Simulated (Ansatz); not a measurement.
**A small benchmark: vertical ionisation energy**

8 molecules; the vertical ionisation energy in eV, computed less measured. Shapes, held fixed at every level: PBE0-D4/def2-TZVP. No vibrational averaging. Programs: Ansatz 0.2.0. Measured values: NIST CCCBDB.

Levels: A = BHLYP/STO-3G; B = B3LYP-D4/def2-TZVPP; C = wB97M-V/def2-TZVPP; D = wB97X-V/def2-TZVPP; E = B2PLYP/def2-TZVPP.

| molecule | measured | A | B | C | D | E |
| --- | --- | --- | --- | --- | --- | --- |
| CO (carbon monoxide) | 14.01 | -1.56 | +0.17 | +0.21 | +0.19 | -0.02 |
| N2 (nitrogen) | 15.58 | -0.46 | +0.26 | +0.38 | +0.34 | +0.04 |
| HCN (SMILES C#N) | 13.61 | -0.89 | +0.14 | +0.01 | +0.04 | +0.17 |
| SO2 (sulfur dioxide) | 12.50 | -4.82 | -0.08 | -0.01 | -0.01 | +0.02 |
| C2H2 (acetylene) | 11.49 | -1.21 | -0.10 | -0.20 | -0.19 | -0.10 |
| H2CO (formaldehyde) | 10.88 | -2.12 | 0.00 | -0.06 | -0.07 | -0.01 |
| CH3Cl (chloromethane) | 11.29 | -0.70 | -0.02 | 0.00 | +0.03 | -0.04 |
| CH4O (SMILES CO) | 10.96 | -2.58 | -0.06 | -0.07 | -0.06 | -0.02 |

Question: Sum up the errors.

Answer: 
```json
{"level": "BHLYP/STO-3G", "kind": "global hybrid", "mean error": "-1.792", "mean absolute error": "1.792", "worst case": "SO2"}
{"level": "B3LYP-D4/def2-TZVPP", "kind": "global hybrid", "mean error": "+0.039", "mean absolute error": "0.104", "worst case": "N2"}
{"level": "wB97M-V/def2-TZVPP", "kind": "range-separated hybrid", "mean error": "+0.032", "mean absolute error": "0.117", "worst case": "N2"}
{"level": "wB97X-V/def2-TZVPP", "kind": "range-separated hybrid", "mean error": "+0.034", "mean absolute error": "0.116", "worst case": "N2"}
{"level": "B2PLYP/def2-TZVPP", "kind": "double hybrid", "mean error": "+0.005", "mean absolute error": "0.052", "worst case": "HCN"}
```

On this set B2PLYP/def2-TZVPP has the smallest mean absolute error and BHLYP/STO-3G the largest. BHLYP/STO-3G is too low in 8 of 8. The levels differ in basis as well as in method. The set is small.
